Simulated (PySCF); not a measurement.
Calculation: ωB97X-D3(BJ)/def2-TZVP // PBE0-D3(BJ)/def2-TZVP in PySCF 2.14.0. Gas-phase values, no solvent. Excitations are Tamm–Dancoff values on a coarser integration grid. The basis has no diffuse functions, so Rydberg states are missing or too high.

Reference species (SMILES): `C(=C)=C` (neutral, multiplicity 1).

```
Item                      Value
----------------------  -------
S1 oscillator strength    0.000
S1 excitation (TDA)     6.17 eV
```

Changed species: `C=C=CC#N` (X = cyano; the reference has X = H).

Question: What does the change do to the S1 oscillator strength and S1 excitation (TDA)?

Answer: the S1 oscillator strength hardly moves; the S1 excitation (TDA) decreases by 0.36 eV, to 5.81 eV.
